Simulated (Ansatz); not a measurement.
Two members of one family (Series BH2X), computed with Ansatz in the gas phase. Binding counts from free atoms in the multiplicity of their measured ground term, without zero-point energy. The structures are stationary points that may keep the symmetry of their start.

First: BH2(SMe) (singlet, charge 0, PBE0-D4/def2-TZVP geometry).

```xyz
8

B    -0.4212   -0.8506   -1.2710
H    -0.0577    0.1285   -1.8502
H    -0.8466   -1.8142   -1.8299
S    -0.3535   -0.9485    0.4740
C     0.3192    0.6359    1.0308
H     0.5781    1.2510    0.1714
H     1.2070    0.4515    1.6343
H    -0.4254    1.1464    1.6407
```

```csv
level,HOMO (eV),LUMO (eV),gap (eV),binding per atom (eV)
LDA (SPW92)/def2-TZVP,-6.87,-2.21,4.66,4.09
r2SCAN-D4/def2-TZVP,-6.95,-1.66,5.29,3.65
B97M-V/def2-TZVP,-7.02,-1.72,5.30,3.66
PBE0-D4/def2-SVP,-7.82,-0.89,6.94,3.66
r2SCAN0-D4/def2-TZVP,-7.99,-0.85,7.14,3.62
```

Second: BH2(OMe) (singlet, charge 0, PBE0-D4/def2-TZVP geometry).

```xyz
8

B     0.058    1.153   -0.698
H    -1.138    1.239   -0.599
H     0.723    1.968   -1.268
O     0.706    0.114   -0.158
C     0.035   -0.914    0.543
H     0.439   -0.971    1.556
H     0.219   -1.865    0.038
H    -1.042   -0.726    0.587
```

**Question.** Estimate how these quantities change from the first to the second (second minus first).

**Answer.** 
```json
{"level": "LDA (SPW92)/def2-TZVP", "Δ HOMO (eV)": "-0.28", "Δ LUMO (eV)": "0.63", "Δ gap (eV)": "0.91", "Δ binding per atom (eV)": "0.32"}
{"level": "r2SCAN-D4/def2-TZVP", "Δ HOMO (eV)": "-0.48", "Δ LUMO (eV)": "0.74", "Δ gap (eV)": "1.22", "Δ binding per atom (eV)": "0.25"}
{"level": "B97M-V/def2-TZVP", "Δ HOMO (eV)": "-0.53", "Δ LUMO (eV)": "0.63", "Δ gap (eV)": "1.17", "Δ binding per atom (eV)": "0.23"}
{"level": "PBE0-D4/def2-SVP", "Δ HOMO (eV)": "-0.67", "Δ LUMO (eV)": "0.79", "Δ gap (eV)": "1.46", "Δ binding per atom (eV)": "0.27"}
{"level": "r2SCAN0-D4/def2-TZVP", "Δ HOMO (eV)": "-0.82", "Δ LUMO (eV)": "0.78", "Δ gap (eV)": "1.59", "Δ binding per atom (eV)": "0.23"}
```
